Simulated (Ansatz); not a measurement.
**SiH3Cl (SMILES [SiH3]Cl): single points off equilibrium**

One table from this session's results is given with a row withheld; the runs are named, their logs left out.

Computed with Ansatz 0.2.0, Gaussian basis. Level: single points in def2-TZVPP.

Cores are frozen in the correlated methods.

## The system as given

SMILES `[SiH3]Cl`, 5 atoms, charge 0, spin multiplicity 1.

Atoms are counted from 1 here; the program's logs count them from 0.

Bond lengths: Si1–Cl2 2.042 Å, Si1–H3 1.666 Å, Si1–H4 1.491 Å, Si1–H5 1.621 Å. Angles: Cl2–Si1–H3 102.2°, Cl2–Si1–H4 114.0°, Cl2–Si1–H5 116.3°, H3–Si1–H4 114.0°, H3–Si1–H5 102.7°, H4–Si1–H5 107.3°.

As a file:

```mol
ClH3Si
  3D, bonds by distance, orders not assigned

  5  4  0  0  0  0  0  0  0  0999 V2000
   -0.0710    0.0735   -0.0886 Si  0  0
    1.8230   -0.5543    0.3460 Cl  0  0
   -0.9054   -0.3447    1.2919 H   0  0
   -0.6324   -0.5155   -1.3379 H   0  0
   -0.2966    1.6763   -0.1689 H   0  0
  1  2  8  0
  1  3  8  0
  1  4  8  0
  1  5  8  0
M  END
```

The first run:

Contents of run/in.yaml:

```yaml
crystal:
  periodic: [false, false, false]
  atoms:
    - {symbol: Si, position_ang: [-0.071000, 0.073500, -0.088600]}
    - {symbol: Cl, position_ang: [1.823000, -0.554300, 0.346000]}
    - {symbol: H, position_ang: [-0.905400, -0.344700, 1.291900]}
    - {symbol: H, position_ang: [-0.632400, -0.515500, -1.337900]}
    - {symbol: H, position_ang: [-0.296600, 1.676300, -0.168900]}
basis:
  gaussian: {orbitals: def2-TZVPP}
correlation: {method: ccsd_t}
output: {forces: true}
```

The command line of these runs was not kept.

Among the steps run: CCSD(T)/def2-TZVPP; PBE0-D4/def2-TZVPP; wB97M-V/def2-TZVPP; r2SCAN-D4/def2-TZVPP; PBE-D4/def2-TZVPP; wB97X-V/def2-TZVPP; revPBE-D4/def2-TZVPP.

One table of the session follows, with a row left open; its other results are not shown here.

```
   method  RMS force component (eV/Å)  angle to CCSD(T) forces (°)  dipole (D)
  CCSD(T)                       1.175                    reference        0.89
  PBE0-D4                       1.118                          2.8        0.92
  wB97M-V                       1.194                          1.5        0.90
r2SCAN-D4                       1.124                          2.2        0.88
   PBE-D4                       1.049                          5.7        0.84
  wB97X-V                       1.176                          1.9        0.96
revPBE-D4                           ?                            ?           ?
```

**Question.** Estimate the row for revPBE-D4.

As computed: RMS force component (eV/Å): 1.026; angle to CCSD(T) forces (°): 7.3; dipole (D): 0.82. In the column «RMS force component (eV/Å)» it is the lowest.
